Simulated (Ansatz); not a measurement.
`N/C=C(/F)S` and `N/C=C(\N)F` differ in one atom or group.

Ansatz, PBE0-D4/def2-TZVP geometries, multiplicity 1. Each molecule was computed in one conformer, which needn't be the lowest.

| property | `N/C=C(/F)S` |
| --- | --- |
| LUMO energy (B3LYP/def2-TZVPP) / eV | -0.26 |
| size of the dipole moment (PBE/def2-TZVPP) / D | 2.54 |
| HOMO energy (ωB97M-V/def2-TZVPP) / eV | -8.34 |
| size of the dipole moment (ωB97M-V/def2-TZVPP) / D | 2.57 |
| HOMO energy (PBE/def2-TZVPP) / eV | -4.96 |
| HOMO–LUMO gap (B3LYP/def2-TZVPP) / eV | 5.72 |

Q: Give the same properties after the change, and the shifts. (An estimate is asked.)

A: The calculation gave: 
```json
{"property": "LUMO energy (B3LYP/def2-TZVPP) / eV", "`N/C=C(\\N)F`": "0.56", "shift": "0.82"}
{"property": "size of the dipole moment (PBE/def2-TZVPP) / D", "`N/C=C(\\N)F`": "1.66", "shift": "-0.88"}
{"property": "HOMO energy (ωB97M-V/def2-TZVPP) / eV", "`N/C=C(\\N)F`": "-8.00", "shift": "0.34"}
{"property": "size of the dipole moment (ωB97M-V/def2-TZVPP) / D", "`N/C=C(\\N)F`": "1.66", "shift": "-0.91"}
{"property": "HOMO energy (PBE/def2-TZVPP) / eV", "`N/C=C(\\N)F`": "-4.54", "shift": "0.42"}
{"property": "HOMO–LUMO gap (B3LYP/def2-TZVPP) / eV", "`N/C=C(\\N)F`": "6.15", "shift": "0.43"}
```

With PBE0 the HOMO rises by 0.40 eV and the LUMO rises by 0.94 eV, so the gap widens by about 0.54 eV. PBE moves the HOMO by 0.42 eV and ωB97M-V by 0.34 eV. Dipoles are sizes alone; their direction can turn.

B3LYP here is the variant with VWN-RPA as its local correlation; programs differ in this.
